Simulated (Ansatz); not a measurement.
Input for Ansatz (development build ahead of 0.2.0):

```yaml
crystal:
  periodic: [false, false, false]
  atoms:
    - { symbol: O, position_ang: [0.0, 0.0, 0.6093] }
    - { symbol: F, position_ang: [0.0, 0.0, -0.6093] }
basis:
  gaussian: { orbitals: STO-3G }
magnetization:
  spin_polarized: true
  initial_magnetization: 1
hamiltonian:
  xc: hf
correlation:
  method: ccsd_t
  frozen_orbitals: { F: 1, O: 1 }
```

The input is written out in the form of the current development build from the run's settings.

The run gave:

- Converged: yes
- Reference energy: -171.77928 hartree
- CCSD correlation energy: -0.05220 hartree
- Triples correction: -0.00091 hartree
- Total energy: -171.83240 hartree
- Spin squared of the determinant: 0.752
